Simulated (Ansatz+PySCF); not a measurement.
The numbers below are computed, except where a source is named.
## Ansatz (development build ahead of 0.2.0) run

```yaml
crystal:
  periodic: [false, false, false]
  atoms:
    - { symbol: C, position_ang: [-0.97398, -0.64273, 0.0] }
    - { symbol: C, position_ang: [-0.00862, 0.49611, 0.0] }
    - { symbol: H, position_ang: [-0.45124, -1.60275, 0.0] }
    - { symbol: H, position_ang: [-1.61332, -0.55819, 0.88106] }
    - { symbol: H, position_ang: [-1.61332, -0.55819, -0.88106] }
    - { symbol: O, position_ang: [1.18645, 0.43777, 0.0] }
basis:
  gaussian: { orbitals: cc-pVTZ }
magnetization:
  initial_magnetization: 1
hamiltonian:
  xc: hf
correlation:
  method: mp2
  frozen_orbitals: { C: 1, H: 0, O: 1 }
output:
  forces: true
```

The input is written out in the form of the current development build from the run's settings. Correlation on restricted open-shell orbitals is semicanonical, with singles.

Output:

```yaml
Converged: yes
Reference_energy: -152.34895 hartree
Correlation_energy: -0.54587 hartree
Total_energy: -152.89482 hartree
Spin_squared_of_the_determinant: 0.750
Stability_test: minimum among restricted orbitals
Occupied_orbitals_by_symmetry_in_an_Abelian_subgroup_alpha;_beta: 10 A' 2 A''; 9 A' 2 A''
```

Forces (eV/Å):
```tsv
atom	Fx	Fy	Fz
C1	-0.362	-0.372	0.000
C2	1.073	0.162	0.000
H3	-0.070	0.111	0.000
H4	0.075	-0.003	-0.144
H5	0.075	-0.003	0.144
O6	-0.792	0.106	0.000
```
